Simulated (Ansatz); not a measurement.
A run of Ansatz (development build ahead of 0.2.0) on doublet BN(-) at this shape:

| atom | x (Å) | y (Å) | z (Å) |
| --- | --- | --- | --- |
| B | 0.0000 | 0.0000 | -0.6381 |
| N | 0.0000 | 0.0000 | 0.6381 |

Its results:

* Converged: yes
* Reference energy: -78.97086 hartree
* Correlation energy: -0.20302 hartree
* Total energy: -79.17389 hartree
* Spin squared of the determinant: 1.228
* Stability test: minimum
* Occupied orbitals by symmetry in an Abelian subgroup (alpha; beta): 5 A1 1 B1 1 B2; 4 A1 1 B1 1 B2

Messages of the program:
```
mean field -2148.90666074 eV, -78.9708632010 hartree, gradient 4.3e-6 eV, S^2 1.227745; 12 other ends of a descent, 0 dependent functions left out
```

(1) Which input gives this output? Name the method, the orbitals and the basis set, and write the input.

Answers

(1) UHF-MP2 in def2-SVP.

```yaml
crystal:
  periodic: [false, false, false]
  atoms:
    - { symbol: B, position_ang: [0.0, 0.0, -0.63811] }
    - { symbol: "N", position_ang: [0.0, 0.0, 0.63811] }
basis:
  gaussian: { orbitals: def2-SVP }
total_charge: -1
magnetization:
  spin_polarized: true
  initial_magnetization: 1
hamiltonian:
  xc: hf
correlation:
  method: mp2
  frozen_orbitals: { B: 1, "N": 1 }
```

Caution: no diffuse functions for an anion; the unrestricted determinant is spin contaminated.
